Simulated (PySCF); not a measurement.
Does the answer move with the share of exact exchange?

Compound: H3Si(SH), H₄SSi.
InChI=1S/H4SSi/c1-2/h1H,2H3

PySCF, def2-SVPD basis, density fitting, gas phase, PBE0-D3(BJ)/def2-SVP geometry; singlet excitations by full TDDFT with frozen cores, triplets by Tamm–Dancoff TDDFT and ionisation energies by ΔSCF, from the lowest of the holes tried. One functional is left out:

```csv
functional,exact exchange (%),HOMO energy (eV),LUMO energy (eV),lowest singlet excitation (eV),lowest triplet excitation (eV),dipole moment (D),mean polarisability (au),vertical ionisation energy (eV)
LDA,0,-6.39,-1.17,5.37,5.08,1.047,54.0,9.84
PBE,0,-6.33,-0.98,5.48,5.14,1.005,53.0,9.73
B3LYP,20,-7.29,-0.45,5.76,5.39,1.042,51.6,9.88
BHandHLYP,50,-8.61,0.47,6.14,5.68,1.121,49.9,9.82
```

Task: Predict the row of PBE0 (25 % exact exchange) by straight lines through the other rows, and check it.

Result: 
```
                       property   line  computed  computed − line  B3LYP (20 %), for comparison
               HOMO energy (eV)  -7.49     -7.54            -0.05                         -7.29
               LUMO energy (eV)  -0.30     -0.20            +0.10                         -0.45
 lowest singlet excitation (eV)   5.80      5.96            +0.16                          5.76
 lowest triplet excitation (eV)   5.41      5.55            +0.14                          5.39
              dipole moment (D)  1.068     1.085           +0.017                         1.042
       mean polarisability (au)   51.6      51.2             -0.4                          51.6
vertical ionisation energy (eV)   9.82      9.87            +0.05                          9.88
```

Task: Which of these properties follows the share of exact exchange most closely, and which least?

Result: Most closely the HOMO energy, least the vertical ionisation energy; the correlations over the tabulated rows are HOMO energy -1.000, LUMO energy 0.994, lowest triplet excitation 0.991, lowest singlet excitation 0.989, mean polarisability -0.965, dipole moment 0.908, vertical ionisation energy 0.306. The HOMO energy moves by -0.450 eV for every 10 %. Functionals with the same share still differ in their other parts: at 0 % LDA and PBE differ by 0.06 eV in it.
